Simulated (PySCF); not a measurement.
Pyridazine, C4H4N2.
Bonds: C1–C2 (aromatic), C2–C3 (aromatic), C3–N4 (aromatic), N4–N5 (aromatic), N5–C6 (aromatic), C1–C6 (aromatic). Hydrogens: H7 on C1; H8 on C2; H9 on C3; H10 on C6.

Definitions: NICS(0) = −σiso at the ring centroid; NICS(1) = −σiso and NICS(1)zz = −σzz at ±1 Å along the ring normal z. Level: GIAO PBE0/pcSseg-1 (PySCF, non-relativistic, gas phase) on the PBE0-D3(BJ)/def2-SVP geometry, one conformer.

Ring bond lengths (Å), with Mayer bond orders in brackets: C1–C2 1.384 (1.46), C2–C3 1.397 (1.34), C3–N4 1.329 (1.50), N4–N5 1.316 (1.31), N5–C6 1.330 (1.50), C6–C1 1.397 (1.34).

Question: What do the NICS probes read (ppm)?

Answer: 
| ring | type | NICS(0) | NICS(1), two faces | NICS(1)zz, two faces | rms pucker (Å) | centre to ring atoms, mean (Å) |
| --- | --- | --- | --- | --- | --- | --- |
| C1–C2–C3–N4–N5–C6 | 6-membered ring with 2 N; formal bonds all aromatic | -5.5 | -11.4 / -11.4 | -28.8 / -28.8 | 0.00 | 1.36 |

Question: What can be read from them?

Answer: 
- C1–C2–C3–N4–N5–C6: mean NICS(1)zz -28.8 ppm, shielded. For a flat ring without four-coordinate atoms the NICS criterion counts such a value as aromatic. NICS(0) lies 6 ppm above the mean NICS(1).

Question: And the bond-length index? HOMA = 1 − mean of α(R − Ropt)² over the ring bonds, with Krygowski's 1993 parameters (CC: Ropt 1.388 Å, α 257.7 Å⁻²; CN: Ropt 1.334 Å, α 93.52 Å⁻²; NN: Ropt 1.309 Å, α 130.33 Å⁻²).

Answer: 
- C1–C2–C3–N4–N5–C6: HOMA 0.99; the largest term is that of C2–C3, α(R − Ropt)² = 0.02. The geometric and the magnetic index point the same way.
